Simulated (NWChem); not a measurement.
# An input for BH2SF (SMILES FBS)

The species is BH2SF (5 atoms), meant as a singlet with charge 0. SMILES: `FBS`. The two molecules were placed rigidly side by side, at 0.8 times their contact distance; the pair isn't optimised.

```xyz
5

F    -1.1291   -0.8912   -1.0609
B    -0.4228   -0.3244   -0.0978
S     0.9624    0.7133   -0.5711
H    -0.7220   -0.5162    1.0420
H     1.3114    1.0184    0.6879
```

Settings wanted:

```json
{
 "task": "energy",
 "method": "MP2",
 "basis set": "6-31G*",
 "integral approximation": "none",
 "reference": "RHF",
 "relativity": "none",
 "frozen core orbitals": "7",
 "SCF convergence threshold": "1e-08",
 "iteration cap": "80",
 "module": "mp2",
 "d and f functions": "spherical"
}
```

Problem. Write the NWChem 7.3.0 input and the command.

Solution. This one ran through:

bfh2s.nw:
```
start bfh2s
title "BFH2S mp2"
memory 2200 mb

geometry units au noautosym nocenter noautoz
   F     -2.13365197    -1.68408613    -2.00484824
   B     -0.79893841    -0.61298936    -0.18485301
   S      1.81871022     1.34797944    -1.07926038
   H     -1.36434447    -0.97543883     1.96905683
   H      2.47822463     1.92453488     1.29990481
end

basis spherical bse
   * library 6-31G*
end

scf
   thresh 1e-08
   maxiter 80
   print low
end

mp2
   freeze core 7
   tight
end

task mp2 energy
```

```bash
$ nwchem bfh2s.nw > bfh2s.out
```

Calculated total energy: -523.23737 Eh.
